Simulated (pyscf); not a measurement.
Thermochemistry of product channels of `[Cl][SiH][Cl]` [doublet] + `[SiH2]` [singlet] on the doublet surface, in kcal/mol, from ωB97M-D3(BJ)/def2-TZVP energies (ideal gas, 1 atm, RRHO with modes under 100 cm⁻¹ raised to 100, one conformer, R ln 2 for chiral ones without a mode under 150 cm⁻¹). PySCF, gas phase, ωB97X-D3(BJ)/def2-SVP geometries.

```tsv
products	ΔE	ΔH(298 K)	ΔG(600 K)	ΔG(900 K)
`[Cl]` [doublet] + `[SiH3][Si][Cl]` [singlet]	+24.3	+26.2	+30.2	+31.8
`[SiH2][SiH]([Cl])[Cl]` [doublet]	-56.7	-54.1	-33.0	-23.1
`[SiH3][Si]([Cl])[Cl]` [doublet]	-58.2	-55.2	-34.6	-24.8
`[Cl][SiH][SiH2][Cl]` [doublet]	-55.1	-52.1	-30.3	-19.8
```

These are energies of the channels, which say nothing of barriers. Left out: orbital degeneracy and the spin-orbit lowering of Cl.
